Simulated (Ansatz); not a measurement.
Reaction (SMILES): FC=C → C=[C]F + H atom
B3LYP-D3(BJ)/def2-TZVP geometries, fixed; electronic energies without zero-point terms.
Largest species:
```xyz
6

C      0.0048     0.4339    -0.0020
C      1.1838    -0.1536     0.0049
F     -1.1460    -0.2672    -0.0028
H     -0.1758     1.5010    -0.0077
H      1.2800    -1.2303     0.0104
H      2.0778     0.4520     0.0052
```
Charge 0, spin multiplicity 1.

Basis-set convergence of the bond dissociation energy at CCSD(T) with Ansatz (a program for electronic structure). All functions are spherical. Cores are frozen. An unrestricted Hartree-Fock determinant is markedly spin-contaminated. Open shells are unrestricted. No added dispersion term, no relativity. Functions are those of the species that has most. Reference: Hartree-Fock in cc-pVQZ plus the correlation part extrapolated as X^-3 from cc-pVTZ and cc-pVQZ, 119.77 kcal/mol, itself unsure by roughly 0.25 kcal/mol (a third of the extrapolation step and of the last Hartree-Fock step). Deviations are taken from unrounded values.

| basis | functions | bond dissociation energy (kcal/mol) | minus reference (kcal/mol) |
|---|---|---|---|
| 3-21G | 33 | 107.44 | -12.33 |
| def2-SV(P) | 48 | 107.68 | -12.09 |
| 6-311G** | 72 | 114.98 | -4.79 |
| aug-pcseg-1 | 96 | 116.46 | -3.31 |
| def2-TZVPPD | 165 | 118.40 | -1.37 |
| aug-cc-pVTZ | 207 | 118.57 | -1.20 |
| aug-pcseg-2 | 207 | 118.73 | -1.04 |
| def2-QZVPP | 261 | 119.10 | -0.67 |
| def2-QZVPPD | 291 | 119.14 | -0.63 |
